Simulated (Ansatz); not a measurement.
in.yaml

```yaml
crystal:
  periodic: [false, false, false]
  atoms:
    - {symbol: Br, position_ang: [-1.899715, 0.234988, 0.000000]}
    - {symbol: H, position_ang: [-0.110715, 0.234988, 0.000000]}
    - {symbol: O, position_ang: [0.879285, 0.234988, 0.000000]}
    - {symbol: H, position_ang: [1.131144, -0.704963, 0.000000]}
basis:
  gaussian: {orbitals: cc-pVDZ}
magnetization: {spin_polarized: false, initial_magnetization: 1}
correlation: {method: fic_mrcisd_q, electrons: outside_noble_gas, active_space: {window: {electrons: 3, orbitals: 3}}}
```

```sh
$ ansatz run in.yaml --threads 1 --pin off --events-out ev --progress --plain --max-ram 2393MiB
```

Task: Roughly how long does this take on 1 thread of AMD EPYC 7R43, shared host, and how much host memory?

Result: 9.5 s wall and 0.16 GiB.

```
531 factors; integrals over basis functions are off by at most 1.4e-3 eV
mean field evaluation 1: about -72063.0503 eV, gradient 3.4e1 eV
mean field evaluation 2: about -72063.0609 eV, gradient 3.4e1 eV
mean field evaluation 4: about -72064.7142 eV, gradient 1.7e1 eV
mean field evaluation 8: about -72065.4039 eV, gradient 5.3e-1 eV
mean field evaluation 16: about -72065.4064 eV, gradient 7.0e-7 eV
mean field evaluation 32: about -72065.4586 eV, gradient 4.9e-3 eV
mean field evaluation 64: about -72065.4586 eV, gradient 1.7e-6 eV
mean field evaluation 96: about -72065.4164 eV, gradient 1.4e-1 eV
mean field evaluation 128: about -72065.3699 eV, gradient 1.7e-2 eV
mean field -72065.45864480 eV, -2648.3567574740 hartree, gradient 1.1e-6 eV, S^2 0.750000; 11 other end points of the search recorded, 0 dependent functions left out
reference -72065.45864480 eV, -2648.3567574740 hartree; 23, 22 occupied and 28, 29 virtual orbitals, 531 factors
state -72066.08107779 eV, -2648.3796314647 hartree
contracted CI cycle   1: correlation 0.00000000 eV, 0.0000000000 hartree, residual 2.87e1 eV
...
state -72066.08107779 eV, -2648.3796314647 hartree; corrected -72074.60277976 eV, -2648.6927982359 hartree
state -72065.62534874 eV, -2648.3628837309 hartree
...
state -72065.62534874 eV, -2648.3628837309 hartree; corrected -72074.59254229 eV, -2648.6924220158 hartree
state -72066.08107779 eV, -2648.3796314647 hartree; corrected -72074.60277976 eV, -2648.6927982359 hartree
state -72064.61435924 eV, -2648.3257305520 hartree
...
contracted CI cycle   3: correlation -7.35587375 eV, -0.2703233742 hartree, residual 1.28e0 eV
contracted CI cycle   4: correlation -7.38105708 eV, -0.2712488445 hartree, residual 5.83e-1 eV
contracted CI cycle   5: correlation -7.39340629 eV, -0.2717026696 hartree, residual 5.46e-1 eV
contracted CI cycle   6: correlation -7.39869272 eV, -0.2718969423 hartree, residual 2.11e-1 eV
contracted CI cycle   7: correlation -7.39928526 eV, -0.2719187178 hartree, residual 6.83e-2 eV
contracted CI cycle   8: correlation -7.39935207 eV, -0.2719211730 hartree, residual 2.58e-2 eV
contracted CI cycle   9: correlation -7.39936250 eV, -0.2719215565 hartree, residual 1.09e-2 eV
contracted CI cycle  10: correlation -7.39936415 eV, -0.2719216172 hartree, residual 4.56e-3 eV
contracted CI cycle  11: correlation -7.39936445 eV, -0.2719216281 hartree, residual 1.81e-3 eV
contracted CI cycle  12: correlation -7.39936449 eV, -0.2719216297 hartree, residual 6.52e-4 eV
state -72064.61435924 eV, -2648.3257305520 hartree; corrected -72072.79929919 eV, -2648.6265215473 hartree
state -72066.08107779 eV, -2648.3796314647 hartree; corrected -72074.60277976 eV, -2648.6927982359 hartree
Total energy: -72074.60277976 eV, -2648.6927982359 hartree
```
